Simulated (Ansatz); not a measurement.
Antifluorite Mg2Ge was calculated with PBEsol (Ansatz, a first-principles code, PAW).

Run with plane-wave cutoff 520 eV, 20×20×20 k mesh, scalar-relativistic PAW data made under PBE.

The cell has the measured lattice: a = 6.385 Å, b = 6.385 Å, c = 6.385 Å, α = 90.00°, β = 90.00°, γ = 90.00°.

Problem. Predict the polycrystal shear modulus (Hill average), elastic constant C12, elastic constant C44, Young modulus, Poisson ratio and elastic constant C11.

Solution. 
- polycrystal shear modulus (Hill average): 43.6 GPa
- elastic constant C12: 20.6 GPa
- elastic constant C44: 42.9 GPa
- Young modulus: 102 GPa
- Poisson ratio: 0.164
- elastic constant C11: 110 GPa

Note: the cell isn't this level's own, so it is under some stress, which shifts stiffness and frequencies.

Elastic constants are with the ions relaxed.

The computed numbers hold no vibrational or temperature effects.
